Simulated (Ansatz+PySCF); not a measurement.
# triplet B2: levels of theory in one basis

```xyz
2

B     0.0000    0.0000   -1.0623
B     0.0000    0.0000    1.0623
```

Basis set: 6-31G (spherical functions). Frozen core: 2 orbitals. Correlation on ROHF uses semicanonical orbitals with singles. Charge 0, multiplicity 3.

Computed with Ansatz (development build ahead of 0.2.0); each method stands on the lowest determinant of its kind that the runs found.

```tsv
method	E − E(ROHF) (eV)	<S²> of the determinant
ROHF	0.00	2.00
UHF	-0.21	2.31
ROHF-MP2	-1.83	–
UHF-MP2	-1.70	2.31
ROHF-CCSD	-3.02	–
UHF-CCSD	-3.02	2.31
ROHF-CCSD(T)	-3.15	–
UHF-CCSD(T)	-3.16	2.31
```

Task: What does full CI (lowest root of this spin) give on the same scale?

Result: -3.24 eV.

The restricted and unrestricted rows may stand on different electronic states: another unrestricted solution lies nearer the restricted one.

Caution for ROHF, UHF, ROHF-MP2, UHF-MP2, ROHF-CCSD, UHF-CCSD, ROHF-CCSD(T), UHF-CCSD(T): the determinant may break the point group. Caution for UHF, UHF-MP2, UHF-CCSD, UHF-CCSD(T): the unrestricted determinant is spin contaminated. Caution for ROHF-MP2, UHF-MP2: another reference gives a lower total.
